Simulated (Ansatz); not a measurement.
The first iterations of a band of AlFH₂ (4 atoms, charge 0, multiplicity 1).

Theory: RKS PBE/def2-SVP in Ansatz.

- movable images: 9
- climbing image: yes
- spring: 5.0 eV/Å²
- optimiser: quadratic models (default)
- start path: straight line
- force threshold: 0.05 eV/Å
- iteration limit: 60
- end points: relaxed

Initial state:

```xyz
4
Properties=species:S:1:pos:R:3
Al 0.401 0.000 0.170
F 0.444 0.000 1.851
H 1.804 0.000 -0.582
H -1.038 0.000 -0.509
```

Final state:

```xyz
4
Properties=species:S:1:pos:R:3
Al 0.091 0.000 -0.823
F 1.082 0.000 1.227
H 1.883 0.000 0.705
H -1.444 0.000 -0.178
```

| iteration | highest image above the first end (eV) | largest band force component (eV/Å) |
| --- | --- | --- |
| 1 | 3.360 | 3.028 |
| 2 | 3.073 | 1.967 |
| 3 | 3.766 | 9.742 |

Does the band converge within its limit, and where does its top end?

The run converged. It ended after 9 iterations with the highest image 2.996 eV above the first end. Another band between the same ends (9 images) ends at a top of the same energy, where a vibrational analysis finds 1 clearly imaginary mode. The orbitals stay closed-shell, which can raise the energy where a bond breaks towards radicals; this wasn't checked here.

The run took 55 s on 1 thread of Arm Neoverse V1, on a shared host, peak memory 0.086 GiB.
